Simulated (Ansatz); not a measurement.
A calculation with Ansatz (development build ahead of 0.2.0).

```yaml
crystal:
  periodic: [false, false, false]
  atoms:
    - { symbol: C, position_ang: [0.0, 0.0, -0.56924] }
    - { symbol: F, position_ang: [0.0, 0.0, 0.68512] }
    - { symbol: H, position_ang: [0.0, -0.95315, -0.91688] }
    - { symbol: H, position_ang: [-0.82545, 0.47657, -0.91688] }
    - { symbol: H, position_ang: [0.82545, 0.47657, -0.91688] }
basis:
  gaussian: { orbitals: cc-pVTZ }
hamiltonian:
  xc: hf
```

The input is written out in the form of the current development build from the run's settings.

The run gave:

```json
{
 "Converged": "yes",
 "Total energy": "-139.07305 hartree",
 "Spin squared of the determinant": "0.000"
}
```

Caution: no unrestricted run beside it, a lower state can exist.
